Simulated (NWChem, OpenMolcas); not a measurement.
# The same job for OpenMolcas

NWChem 7.3.0 runs this on C3H6F2 (1,3-difluoropropane):

run.py:
```python
from ase import Atoms
from ase.calculators.nwchem import NWChem

atoms = Atoms(['F', 'C', 'C', 'C', 'F', 'H', 'H', 'H', 'H', 'H', 'H'], positions=[
    [-2.015456, 1.627666, -0.003818],
    [-0.766356, 1.195666, 0.403882],
    [-0.375000, -0.298800, -0.387800],
    [0.967500, -0.838200, 0.034700],
    [1.975600, 0.040200, -0.331200],
    [-0.795556, 1.070266, 1.491882],
    [-0.043056, 1.976766, 0.157382],
    [-0.388200, -0.154300, -1.471600],
    [-1.138100, -1.046200, -0.147100],
    [1.026200, -0.968100, 1.120800],
    [1.173400, -1.798000, -0.445900],
])

calc = NWChem(
    label='a',
    theory='dft',
    memory='2200 mb',
    basis='cc-pVDZ',
    basispar='spherical bse',
    dft={'xc': 'xtpss03 ctpss03', 'mult': '1', 'grid': 'fine', 'convergence': 'energy 1e-08', 'iterations': '100', 'mulliken': None},
    task='energy',
)
atoms.calc = calc

print(f"energy = {atoms.get_potential_energy():.6f} eV")
print("dipole (e A):", atoms.get_dipole_moment().round(4))
```

```bash
$ export ASE_NWCHEM_COMMAND="nwchem PREFIX.nwi > PREFIX.nwo"
$ python run.py
```

One bond was lengthened or shortened from a relaxed shape.

It gives a total energy of -317.635766 Eh.

**Question.** How is this level of theory, on these atoms, set up in OpenMolcas 26.06 as an input file of the program's own?

**Answer.** For example:

mol.input:
```
* C3H6F2 Kohn-Sham DFT

&GATEWAY
 BasLib=$CurrDir
 Coord
 11
 angstrom
 F       -2.015456       1.627666      -0.003818
 C       -0.766356       1.195666       0.403882
 C       -0.375000      -0.298800      -0.387800
 C        0.967500      -0.838200       0.034700
 F        1.975600       0.040200      -0.331200
 H       -0.795556       1.070266       1.491882
 H       -0.043056       1.976766       0.157382
 H       -0.388200      -0.154300      -1.471600
 H       -1.138100      -1.046200      -0.147100
 H        1.026200      -0.968100       1.120800
 H        1.173400      -1.798000      -0.445900
 Basis=cc-pVDZ
 Group=NoSym

&SEWARD
 GridInput
 Grid=UltraFine
 End of Grid

&SCF
 KSDFT=2
 1.0 MGGA_X_TPSS
 1.0 MGGA_C_TPSS
 Thresholds=1e-10 1e-07 1e-07 1e-05
 PrOrbitals=1 2
```

```bash
$ export MOLCAS_MEM=1860
$ pymolcas mol.input > mol.log
```

(Basis files named in the input come from the Basis Set Exchange and aren't shown.)

Its energy is -317.635767 Eh, 0.001 mEh from the first.
